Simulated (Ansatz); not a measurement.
Geometry optimisation, Ansatz, RKS PBE-D4/cc-pVDZ.

The input (input.yaml):

```yaml
crystal:
  periodic: [false, false, false]
  atoms:
    - { symbol: B, position_ang: [-0.2598, -0.3727, -0.0009] }
    - { symbol: O, position_ang: [0.1288, 1.0609, 0.0113] }
    - { symbol: H, position_ang: [-0.543, -0.9005, 0.9858] }
    - { symbol: H, position_ang: [-0.3996, -0.8663, -1.0491] }
    - { symbol: H, position_ang: [1.1235, 1.0049, 0.0115] }
basis:
  gaussian: { orbitals: cc-pVDZ }
hamiltonian:
  xc: pbe
  dispersion: d4
relax:
  f_tol: 0.02
  max_steps: 40
scf:
  lower_state_search: "off"
```

Launched with:

```bash
$ ansatz run input.yaml --threads 1 --pin off --max-ram 2048MiB --backend cpu --events-out ev --progress --plain --runs-dir out
```

Question: Where does it end, and by what steps?

Answer: It converged. After 7 steps the energy has fallen by 1.047 eV; H5 moved furthest, 0.52 Å.

| step | energy less start (eV) | largest force component (eV/Å) | accepted |
| --- | --- | --- | --- |
| 0 | 0.0000 | 3.740 | yes |
| 1 | -0.1001 | 2.381 | yes |
| 2 | -0.4092 | 1.451 | yes |
| 3 | -0.4658 | 3.788 | yes |
| 4 | -1.0106 | 0.697 | yes |
| 5 | -1.0440 | 0.174 | yes |
| 6 | -1.0471 | 0.023 | yes |
| 7 | -1.0471 | 0.014 | yes |

```xyz
5
Properties=species:S:1:pos:R:3
B -0.227 -0.356 0.069
O 0.416 0.809 0.361
H -0.826 -0.864 0.996
H -0.190 -0.841 -1.050
H 0.877 1.178 -0.417
```

The run took 4.1 s on 1 thread of Arm Neoverse V2, with other jobs on the host, peak memory 0.09 GiB.
